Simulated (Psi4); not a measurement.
An input for triplet Si2H6O

The species is Si2H6O (9 atoms), meant as a triplet with charge 0. As SMILES of the parent species, `[SiH3]O[SiH3]`. Geometry: relaxed at PBE0-D4/def2-TZVP. That shape belongs to the parent species and isn't relaxed for this state.

```xyz
9

Si   -0.7103    1.0527   -0.9195
O     0.4255    0.0910   -0.2454
Si    0.7756   -1.0388    0.8818
H    -1.7873    0.2266   -1.5257
H    -0.0606    1.8724   -1.9702
H    -1.3062    1.9428    0.1113
H     2.2243   -1.3431    0.8000
H    -0.0093   -2.2756    0.6288
H     0.4483   -0.5279    2.2389
```

Settings wanted:

| Setting | Value |
| --- | --- |
| task | gradient |
| method | DFT |
| functional | CAM-B3LYP |
| dispersion | none |
| basis set | cc-pVDZ |
| reference | UKS |
| relativity | none |
| integrals | pk |
| frozen core orbitals | 0 |
| integration grid | 99 radial × 590 angular |
| symmetry | c1 |
| properties | (mulliken, dipole, wiberg) |
| threads | 1 |
| SCF convergence threshold | 1e-09 |
| density convergence threshold | 1e-08 |
| iteration cap | 100 |

Problem. Give a Psi4 1.11 job that does this.

Solution. One that was run (others would do as well):

h6osi2.json:
```json
{
 "schema_name": "qcschema_input",
 "schema_version": 1,
 "molecule": {
  "schema_name": "qcschema_molecule",
  "schema_version": 2,
  "symbols": ["Si", "O", "Si", "H", "H", "H", "H", "H", "H"],
  "geometry": [-1.34225357, 1.9892391, -1.73764097, 0.80417295, 0.17194618, -0.463701, 1.46561489, -1.9630664, 1.66626601, -3.37745081, 0.42817415, -2.88307956, -0.11459299, 3.53836099, -3.72317621, -2.46830357, 3.67128433, 0.21038321, 4.20326113, -2.53814785, 1.5117998, -0.01759335, -4.30026077, 1.18822199, 0.84714532, -0.99752973, 4.23092672],
  "molecular_charge": 0,
  "molecular_multiplicity": 3,
  "fix_symmetry": "c1"
 },
 "driver": "gradient",
 "model": {
  "method": "cam-b3lyp",
  "basis": "cc-pVDZ"
 },
 "keywords": {
  "reference": "uks",
  "puream": true,
  "e_convergence": 1e-09,
  "d_convergence": 1e-08,
  "scf_type": "pk",
  "dft_radial_points": 99,
  "dft_spherical_points": 590,
  "maxiter": 100,
  "scf_properties": ["MULLIKEN_CHARGES", "DIPOLE", "WIBERG_LOWDIN_INDICES"]
 }
}
```

```bash
$ psi4 --qcschema h6osi2.json -n 1 --memory 2200MB
```

Calculated total energy: -657.57099 Eh, largest force 4.266 eV/Å. The shape isn't stationary at this level (largest force 4.3 eV/Å).
